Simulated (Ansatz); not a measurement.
Geometry optimisation, RKS PBE-D4/def2-SVP in Ansatz 0.2.0.

input.yaml

```yaml
crystal:
  periodic: [false, false, false]
  atoms:
    - { symbol: Si, position_ang: [0.0, 0.0, 0.0] }
    - { symbol: C, position_ang: [0.0, 0.0, 1.87] }
    - { symbol: H, position_ang: [-0.9996, -0.3092, 2.2405] }
    - { symbol: H, position_ang: [0.7676, -0.7111, 2.2405] }
    - { symbol: H, position_ang: [0.232, 1.0203, 2.2405] }
    - { symbol: H, position_ang: [1.3768, 0.0, -0.4862] }
    - { symbol: H, position_ang: [-0.6877, 1.1914, -0.4862] }
    - { symbol: O, position_ang: [-0.7913, -1.3709, -0.5594] }
    - { symbol: H, position_ang: [-1.2459, -1.8365, 0.2129] }
basis:
  gaussian: { orbitals: def2-SVP }
hamiltonian:
  xc: pbe
  dispersion: d4
relax:
  f_tol: 0.02
  max_steps: 40
```

Run as:

```bash
$ ansatz run input.yaml --threads 2 --pin off --max-ram 3072MiB --backend cpu --events-out ev --progress --plain --runs-dir out
```

Where does it end, and by what steps?

The run converged. After 10 steps the energy has fallen by 0.146 eV; H9 moved furthest, 0.55 Å.

```tsv
step	energy less start (eV)	largest force component (eV/Å)	accepted
0	0.0000	1.329	yes
1	-0.0934	0.466	yes
2	-0.1087	0.111	yes
3	-0.1187	0.576	yes
4	-0.1289	0.202	yes
5	-0.1423	0.121	yes
6	-0.1432	0.231	yes
7	-0.1455	0.021	yes
8	-0.1459	0.039	yes
9	-0.1458	0.065	no
10	-0.1460	0.012	yes
```

```xyz
9
Properties=species:S:1:pos:R:3
Si -0.019 -0.066 0.062
C 0.045 0.047 1.942
H -0.963 -0.058 2.394
H 0.696 -0.745 2.366
H 0.452 1.031 2.255
H 1.357 0.095 -0.515
H -0.911 1.039 -0.460
O -0.538 -1.575 -0.485
H -1.467 -1.784 -0.287
```

Run time: 13 s on 2 threads of Arm Neoverse V2, on a shared host, peak memory 0.13 GiB.
